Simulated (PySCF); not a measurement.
C2H3, SMILES [CH]=C (connectivity only; charge and spin as stated), charge +1, multiplicity 1. Heavy atoms are numbered as in [CH:1]=[CH2:2]. Hydrogens are named by the atom that carries them.

Geometry: B3LYP-D3(BJ)/def2-TZVP. The multiplicity is an assumed one; other spin states were not compared. The isomer is the one that the SMILES or the coordinates give; other isomers of the formula were not compared.

All values below come from PBE/pcSseg-2 in PySCF.

GIAO shieldings, no solvent; atoms alike by connectivity are averaged. δ = σ(ref) − σ: ¹³C against TMS (σ = 181.4 ppm); ¹H against TMS (σ = 31.47 ppm), references at their B3LYP-D3(BJ)/def2-TZVP geometries, non-relativistic.

### Question
Estimate the chemical shifts. (Estimate from the structure and the level; the computed values follow.)

### Answer

```json
[
 {"nucleus": "¹³C", "atoms": "C1 (CH)", "count": "1", "δ (ppm)": "338.1"},
 {"nucleus": "¹³C", "atoms": "C2 (CH2)", "count": "1", "δ (ppm)": "72.0"},
 {"nucleus": "¹H", "atoms": "H on C1", "count": "1", "δ (ppm)": "12.93"},
 {"nucleus": "¹H", "atoms": "H on C2", "count": "2", "δ (ppm)": "8.87"}
]
```
